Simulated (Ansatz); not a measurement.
Reaction (SMILES): C=CF → C=[C]F + H atom
B3LYP-D3(BJ)/def2-TZVP geometries, fixed; electronic energies without zero-point terms.
Largest species:
```xyz
6

C      0.0048     0.4339    -0.0020
C      1.1838    -0.1536     0.0049
F     -1.1460    -0.2672    -0.0028
H     -0.1758     1.5010    -0.0077
H      1.2800    -1.2303     0.0104
H      2.0778     0.4520     0.0052
```
Charge 0, spin multiplicity 1.

Basis-set convergence of the bond dissociation energy at PBE0 with Ansatz (a first-principles code). All functions are spherical. The program fits the integrals of some runs and decomposes those of others, by size. Open shells are unrestricted. No added dispersion term, no relativity. Functions are those of the species that has most. Reference: the value in aug-pcseg-3, 114.72 kcal/mol, itself unsure by roughly 0.02 kcal/mol (its mean distance from aug-cc-pVQZ, def2-QZVPPD, pcseg-3). Deviations are taken from unrounded values.

| basis | functions | bond dissociation energy (kcal/mol) | minus reference (kcal/mol) |
|---|---|---|---|
| def2-SV(P) | 48 | 112.28 | -2.44 |
| def2-SVP | 57 | 113.90 | -0.82 |
| def2-SVPD | 87 | 115.11 | 0.40 |
| def2-TZVP | 111 | 114.38 | -0.34 |
| def2-TZVPP | 135 | 114.63 | -0.09 |
| def2-TZVPD | 141 | 114.55 | -0.17 |
| def2-TZVPPD | 165 | 114.74 | 0.03 |
| def2-QZVPP | 261 | 114.66 | -0.06 |
| def2-QZVPPD | 291 | 114.67 | -0.05 |

The smallest set listed that lies within 0.5 kcal/mol of the reference with all its larger relatives (same family, alike in diffuse functions; a set with none counts only in the reference's own line) is def2-SVPD (87 functions, 0.40 kcal/mol off).
